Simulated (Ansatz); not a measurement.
**CH₃O radical (built from SMILES C=O.[H]): one structure at several levels**

One table from this session's results is given with a row withheld; the runs are named, their logs left out.

Method: single points in def2-TZVPP; program: Ansatz 0.2.0, Gaussian basis.

Correlated methods freeze the cores. Orbitals are unrestricted.

## The starting structure

5 atoms, charge 0, spin multiplicity 2.

Atoms are counted from 1 here; the program's logs count them from 0.

Bond lengths: C1–O2 1.549 Å, C1–H4 0.873 Å, C1–H5 1.174 Å, O2–H3 0.953 Å. Angles: O2–C1–H4 125.5°, O2–C1–H5 109.2°, H4–C1–H5 117.4°, C1–O2–H3 121.8°.

Coordinates:

```xyz
5

C    -0.3025    0.4784    0.2443
O     0.6190   -0.2736   -0.7477
H     0.8472   -1.1913   -0.6256
H    -0.8253    1.1477    0.0427
H    -0.6784   -0.2718    1.0657
```

The first run:

run/in.yaml

```yaml
crystal:
  periodic: [false, false, false]
  atoms:
    - {symbol: C, position_ang: [-0.302500, 0.478400, 0.244300]}
    - {symbol: O, position_ang: [0.619000, -0.273600, -0.747700]}
    - {symbol: H, position_ang: [0.847200, -1.191300, -0.625600]}
    - {symbol: H, position_ang: [-0.825300, 1.147700, 0.042700]}
    - {symbol: H, position_ang: [-0.678400, -0.271800, 1.065700]}
basis:
  gaussian: {orbitals: def2-TZVPP}
magnetization: {spin_polarized: true, initial_magnetization: 1}
correlation: {method: ccsd_t}
scf: {omitted_lower_state_checks: [cluster_reference]}
output: {forces: true}
```

No record of the launch command was kept for these runs.

Steps of the session up to this table: CCSD(T)/def2-TZVPP; PBE0-D4/def2-TZVPP; wB97M-V/def2-TZVPP; r2SCAN-D4/def2-TZVPP; PBE-D4/def2-TZVPP; HSE06-D4/def2-TZVPP; BHLYP-D4/def2-TZVPP.

One of the session's tables, all rows but one given; the rest of the session is left out.

```
   method  RMS force component (eV/Å)  angle to CCSD(T) forces (°)  dipole (D)
  CCSD(T)                       6.377                    reference        1.56
  PBE0-D4                       6.430                          1.4        1.57
  wB97M-V                           ?                            ?           ?
r2SCAN-D4                       6.343                          0.4        1.53
   PBE-D4                       6.371                          1.8        1.48
 HSE06-D4                       6.432                          1.4        1.56
 BHLYP-D4                       6.349                          2.5        1.65
```

**Question.** Estimate the row for wB97M-V.

**Answer.** RMS force component (eV/Å): 6.341; angle to CCSD(T) forces (°): 1.2; dipole (D): 1.57. In the column «RMS force component (eV/Å)» it is the lowest.
